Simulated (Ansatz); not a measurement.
Born–Oppenheimer molecular dynamics of CH₆BN (9 atoms, charge 0, multiplicity 1). It starts from a relaxed structure.

Method: Ansatz, RKS B3LYP-D4/STO-3G.

```yaml
ensemble: NVT, Nosé–Hoover chain
time_step: 0.5 fs
steps_asked: 500
set_temperature: 300 K
thermostat: time constant 100 fs, chain length 3 (defaults)
seed: 53703
```

First frame:

```xyz
9
Properties=species:S:1:pos:R:3
B 0.106 0.272 0.020
C 0.031 -0.092 1.560
H -0.861 -0.701 1.772
H 0.910 -0.645 1.923
H -0.067 0.820 2.170
N 1.212 -0.069 -0.744
H 2.042 -0.572 -0.368
H 1.312 0.149 -1.756
H -0.771 0.838 -0.515
```

Task: How far do the bonds stretch over the last three quarters of this one trajectory? (Pairs bonded in most of those frames.)

Result: 
| bond | mean (Å) | spread (Å) | shortest | longest |
| --- | --- | --- | --- | --- |
| B1–C2 | 1.586 | 0.014 | 1.55 | 1.63 |
| B1–N6 | 1.389 | 0.012 | 1.36 | 1.41 |
| B1–H9 | 1.176 | 0.031 | 1.13 | 1.23 |
| C2–H3 | 1.106 | 0.017 | 1.07 | 1.14 |
| C2–H4 | 1.102 | 0.012 | 1.07 | 1.13 |
| C2–H5 | 1.105 | 0.019 | 1.06 | 1.15 |
| N6–H7 | 1.042 | 0.012 | 1.02 | 1.07 |
| N6–H8 | 1.041 | 0.010 | 1.02 | 1.06 |

Mean temperature of the second half: 249 K. The conserved energy stayed within 0.34 meV per atom of its start (net change 0.27 meV per atom), so the integration is sound. The mean temperature of the second half is 17 % below the set value. A run of 0.25 ps of so small a system gives no equilibrium averages. Limits of this set-up: minimal basis.

Time of the run: 12 min on 1 thread of Arm Neoverse N1 (shared host), peak memory 0.078 GiB.
